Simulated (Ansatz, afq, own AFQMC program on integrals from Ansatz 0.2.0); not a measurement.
# CO, singlet in 6-31G, levels against full CI

```xyz
2

O     0.0000    0.0000    0.0000
C     0.0000    0.0000    2.0400
```

Basis 6-31G. Only valence electrons are correlated. Ansatz 0.2.0 and our own AFQMC program on the same integrals; the CISD trial comes from CCSD amplitudes, and released means the phaseless constraint is let go. Error bars are statistical, one sigma.

Determinant: UHF, the one that the program's search chose, which needn't be the lowest solution. The geometry is a point of a scan.

Full CI on the same integrals is exact in this basis and with this determinant's frozen core.

Cautions: an unrestricted solution with more broken spin lies lower (26 meV, ⟨S²⟩ 1.95); strong correlation (T1 0.128, weight of the determinant 0.52, largest double 0.31); (T) is large, 9 % of the CCSD correlation; (Q) is large, 420 meV, so the cluster series hasn't closed; unrestricted determinant spin contaminated (⟨S²⟩ 1.73 against 0.00); CCSD(T) is in doubt: in a space of 8 electrons in 8 natural orbitals full CI lies 177 meV below it; the CCSDT(Q) amplitudes may be one of several solutions (largest double 0.62); the CCSDTQ amplitudes may be one of several solutions (largest double 0.59); the released energies have errors that jump between times, so the bars are unsure, so no released level is given (meV from the phaseless value at times in 1/Eh: -30 ± 12 at 0.24, -10 ± 60 at 0.51, -86 ± 18 at 0.99, -111 ± 14 at 1.62, -243 ± 93 at 2.40).

* T1 diagnostic: 0.1282
* weight of the determinant in the CISD state: 0.517
* ⟨S²⟩ of the determinant: 1.727
* size of the correlated space: 10 electrons in 16 orbitals

```
  level  correlation energy (eV)
    MP2                  -2.4577
   CCSD                  -4.0608
CCSD(T)                  -4.4212
```

(1) Estimate where full CI lies against CCSD(T) on the same integrals.

(1) 8.59 kcal/mol below CCSD(T).

Reference: full CI, correlation energy -4.794 eV. The cautions show a poor starting determinant, so the rows tell how each method copes with it here, and full CI is the sure value.

| level | E − E(reference) (kcal/mol) | share of correlation (%) |
| --- | --- | --- |
| CCSD(T) | 8.59 | 92.23 |
| CCSDT | 2.60 | 97.64 |
| CCSDT(Q) | -7.08 | 106.41 |
| CCSDTQ | 0.04 | 99.97 |
| ph-AFQMC/CISD | 4.21 ± 0.23 | 96.19 |

CCSDT and higher add their correlation energy to the determinant of the CCSD(T) run, since their own runs factorise the integrals more tightly (a shift of under 2 meV). A walk keeps the symmetry of its determinant, which the program's search chose and which needn't be the lowest solution, so a lower state of the same spin and another symmetry isn't excluded.
